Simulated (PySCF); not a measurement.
Simulated C 1s region for `CPC(C)=O`, binding energy against the vacuum level.

Every computed line was given a Gaussian of 0.5 eV full width at half maximum and an area set by the number of equivalent atoms; the highest printed point is 100. Theory: delta-SCF UKS SCAN, pcX-2 on the ionised atom, pcseg-1 elsewhere, spin-free X2C (PySCF 2.14.0).

binding energy (eV), intensity and a bar:
```
    290.3          0 
    290.4          1 
    290.5          3 #
    290.6          9 ###
    290.7         22 #######
    290.8         44 #############
    290.9         72 #####################
    291.0         94 ############################
    291.1        100 ##############################
    291.2         86 ##########################
    291.3         60 ##################
    291.4         34 ##########
    291.5         15 #####
    291.6          6 ##
    291.7          2 
    291.8          0 
    291.9          0 
    292.0          0 
    292.1          0 
    292.2          0 
    292.3          0 
    292.4          0 
    292.5          2 
    292.6          5 ##
    292.7         12 ####
    292.8         25 #######
    292.9         39 ############
    293.0         49 ###############
    293.1         50 ###############
    293.2         41 ############
    293.3         27 ########
    293.4         14 ####
    293.5          6 ##
    293.6          2 #
    293.7          1 
    293.8          0
```

Task: How many maxima does the curve show, and how many computed lines lie under it?

Result: The curve has 2 maxima (at 291.1 and 293.1 eV). Under it lie 3 lines from 3 inequivalent carbon sites. At this width some lines have no maximum of their own.

Task: Decompose the envelope and assign each component. Numbering: `[CH3:1][PH:2][C:3]([CH3:4])=[O:5]`.

Result: 
| position (eV) | relative area | line | atoms | environment |
| --- | --- | --- | --- | --- |
| 291.03 | 1 | C 1s | C1 | sp3 carbon bound to phosphorus |
| 291.12 | 1 | C 1s | C4 | methyl carbon next to a carbonyl |
| 293.06 | 1 | C 1s | C3 | carbonyl carbon |

Task: What are the centre and the root-mean-square width of the whole band?

Result: The area-weighted mean of the lines is 291.74 eV. Their own spread about it is 0.93 eV (rms) and each Gaussian has σ = 0.5/2.355 = 0.21 eV; the variances add, which gives 0.96 eV.

Lowest listed C 1s: C1, bonded to 3 H and P. Highest, 2.03 eV above it: C3, bonded to O (double bond), C and P. The widest gap between neighbouring values is 1.94 eV, between 291.12 and 293.06 eV.

No satellites, vibrations or lifetime broadening are included. One conformer (not necessarily the lowest) at the PBE0-D3(BJ)/def2-SVP geometry, without solvent, vibrations or thermal averaging.

The run took 65 s wall on one thread, Arm Neoverse N1 (aarch64), on a shared host, and the process peaked at 0.52 GiB of memory.

Shape of the structure used: `[CH3:1][PH:2][C:3]([CH3:4])=[O:5]`: C1–P2–C3–C4 48°.
